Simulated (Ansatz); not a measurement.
# What a trial cell of Mg2Ir relaxes into

The calculation used DFT PBE, scalar-relativistic, plane waves, PAW (Ansatz).

The start puts Mg2Ir on the cadmium chloride structure type (R-3m, No. 166), with Ir in place of Cd, Mg in place of Cl, at a guessed volume.

Input of the last, converged step (default PAW datasets):

```yaml
crystal:
  lattice:
    - [1.4866371097, 0.8583103355, 6.8607924385]
    - [-1.4866371097, 0.8583103355, 6.8607924385]
    - [0.0, -1.716620671, 6.8607924385]
  atoms:
    - { symbol: Mg, position: [0.7675139057, 0.7675139057, 0.7675139057] }
    - { symbol: Mg, position: [0.2324860943, 0.2324860943, 0.2324860943] }
    - { symbol: Ir, position: [0.0, 0.0, 0.0] }
basis:
  ecutwfc: 420
kpoints:
  mp_grid: { grid: [18, 18, 18] }
hamiltonian:
  xc: pbe
scf:
  occupations: { method: gaussian, width: 0.1 }
output:
  forces: true
  stress: true
  eigenvalues: true
relax:
  adjacent_minimum: "off"
  f_tol: 0.01
  max_steps: 80
  cell: { stress_tol: 0.05 }
```

Launched as:

```bash
ansatz run input.yaml --threads 1 --pin off --max-ram 2560MiB --backend cpu --events-out ev --progress --plain --runs-dir out
```

The run took 2.3 min on 1 thread of Arm Neoverse V1, with other jobs on the host, peak memory 0.76 GiB.

End of the output:

```
SCF converged after 6 iterations
Free energy (F): -15783.262635 eV
Harris-Foulkes:  -15783.262635 eV  (|F-HF|=7.28e-12)
Internal energy: -15783.255192 eV  (E = F + TS)
E sigma→0 (E₀):  -15783.258914 eV
Entropy (-TS):   -0.007443 eV (-2.481 meV/atom)
Fermi energy:    11.634317 eV
--- Per-component energies (eV) ---
  E_band       = -884.707019
  E_kinetic    = 774.760884
  E_local      = -5059.471356  (includes V_loc(G=0)·N_el)
  E_nonlocal   = 264.440526
  E_hartree    = 1898.078955
  E_xc         = -325.880207
  E_vxc        = -374.761614  (∫ρ·V_xc dr)
  E_paw        = -9807.248279  (= ΣΔE_a)
  E_vpaw       = -285.833402  (= ΣTr[D̂ρ^β])
  E_aug_tail   = 0.000057  (compensation charges beyond the density's cutoff)
  E_ewald      = -3527.935772
  E_smearing   = -0.007443  (= −TS)
  E_closure    =  0.000000  (closes the sum)
  Σ components = -15783.262635   (vs F -15783.262635, Δ=0.00e0)
--- Forces (eV/Å), atoms counted from 1 ---
  atom   1  Mg     0.00000000     0.00000000     0.00023551
  atom   2  Mg     0.00000000     0.00000000    -0.00023551
  atom   3  Ir     0.00000000     0.00000000     0.00000000
  max |Σ_I F_I| component: 1.16e-17 eV/Å
--- Stress (GPa, compression-positive) ---
       -0.005918       0.000000       0.000000
        0.000000      -0.005918       0.000000
        0.000000       0.000000      -0.040952
  P = ⅓ Tr σ = -0.0176 GPa (-0.176 kbar)
--- Relaxed structure (3 steps of the walk, 3 accepted, 1 SCFs on fresh bases) ---
  F+E_penalty+E_count = -15783.26263504 eV   max|allowed force component| = 2.355e-4 eV/Å   (the final SCF, on the basis selected at the relaxed cell)
  cell:  # Å, volume = 52.4337 Å³
    - [1.484050, 0.856817, 6.872619]
    - [-1.484050, 0.856817, 6.872619]
    - [0.000000, -1.713634, 6.872619]
  atoms:
    - { symbol: Mg, position: [0.767582, 0.767582, 0.767582] }
    - { symbol: Mg, position: [0.232418, 0.232418, 0.232418] }
    - { symbol: Ir, position: [0.000000, 0.000000, 0.000000] }
```

Total energies depend on the potentials used, so only differences within one code and one set of settings carry meaning.

The result has space group R-3m (No. 166). Around Mg lie 3 Ir at 2.70 Å, 6 Mg at 2.97 Å and 3 Mg at 3.21 Å; Ir has 6 Mg at 2.70 Å and 6 Ir at 2.97 Å.

Against the elements it lies at -0.11 eV/atom. Energies over the elements count from the elements' standard structures at the same level, with no empirical corrections.

For metals, differences of a few meV/atom aren't resolved. Spin–orbit coupling is left out.

A structure relaxed within its symmetry needn't be a true minimum.